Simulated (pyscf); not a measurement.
A first-order saddle from PySCF, ωB97X-D3(BJ)/def2-SVP:

```
Si
H 1 1.4892
H 1 1.5501 2 111.26
H 3 1.3229 2 145.46 1 -179.99
As 1 2.1493 2 122.77 3 179.99
H 5 1.5238 1 89.21 2 179.98
```
Charge 0, spin multiplicity 2.

Surface: doublet, charge 0. Lowest wavenumbers (cm⁻¹): 876i, 141, 204, 492, 530.

### Question
Which two sides does it connect, and which bonds change?

### Answer
H₂Si=AsH + H• <-> [HSi=AsH]• + H₂, a hydrogen abstraction read from left to right: H–Si broken and H–H formed. At ωB97M-D3(BJ)/def2-TZVP it lies +3.8 kcal/mol from the left side and +22.3 kcal/mol from the right (each side as separated species at their lowest minima found). [HSi=AsH]• lies 13.8 kcal/mol over its isomer H₂Si=As•, and others may lie lower still (electronic energy, ωB97M-D3(BJ)). One saddle was located; it need not be the lowest between these sides. The angle at the transferred H is 179°. Elements up to Kr have no core potential and no relativistic terms here.
